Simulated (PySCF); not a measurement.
Magnetisability: `C/C=N\N=C\C`, C4H8N2

Geometry (Å), atoms numbered from 1 in this order:
```xyz
14

C    -2.285   -0.066   -0.026
C    -1.702    0.797    1.049
N    -0.477    1.026    1.254
N     0.545    0.706    0.530
C     1.320   -0.285    0.637
C     2.560   -0.361   -0.183
H    -1.496   -0.573   -0.579
H    -2.866    0.543   -0.719
H    -2.954   -0.807    0.411
H    -2.389    1.295    1.720
H     1.125   -1.113    1.325
H     2.532   -1.242   -0.825
H     2.655    0.529   -0.799
H     3.432   -0.450    0.463
```

Theory: GIAO B3LYP/pcSseg-1 magnetisability, rotational g tensor and spin-rotation constants, non-relativistic, gas phase (PySCF). Geometry: GFN2-xTB.

Question: How diamagnetic is it, and how anisotropic?

Answer: Isotropic -823 × 10⁻³⁰ J/T², or -49.5 × 10⁻⁶ cm³/mol; principal values -928, -820, -719 × 10⁻³⁰ J/T², anisotropy 181 × 10⁻³⁰ J/T² (root of half the summed squared differences of the principal values). The susceptibility is in cgs units.

Question: Split it along the inertial axes a, b, c into diamagnetic and paramagnetic parts about the centre of mass, with the quadrupole moment.

Answer: 
| axis | χ (10⁻⁶ cm³/mol) | diamagnetic (10⁻⁶ cm³/mol) | paramagnetic (10⁻⁶ cm³/mol) | summed x² of all electrons (Å²) | quadrupole Θ (D Å) |
| --- | --- | --- | --- | --- | --- |
| a | -43.8 | -209.7 | 166.0 | 165.1 | +7.94 |
| b | -54.6 | -765.4 | 710.8 | 34.1 | -5.25 |
| c | -50.2 | -844.9 | 794.7 | 15.3 | -2.69 |

Anisotropies 2χaa − χbb − χcc = +17.3 and 2χbb − χaa − χcc = -15.2 × 10⁻⁶ cm³/mol. Θ is traceless in Buckingham's convention.

Question: And the rotational g tensor?

Answer: 
| axis | rotational constant (GHz) | g | nuclear part | electronic part |
| --- | --- | --- | --- | --- |
| a | 9.8113 | -0.1142 | 0.6507 | -0.7650 |
| b | 1.8397 | -0.0053 | 0.6090 | -0.6143 |
| c | 1.6448 | -0.0093 | 0.6047 | -0.6140 |

Asymmetric top; isotopes 12C, 1H, 14N; no vibrational averaging.
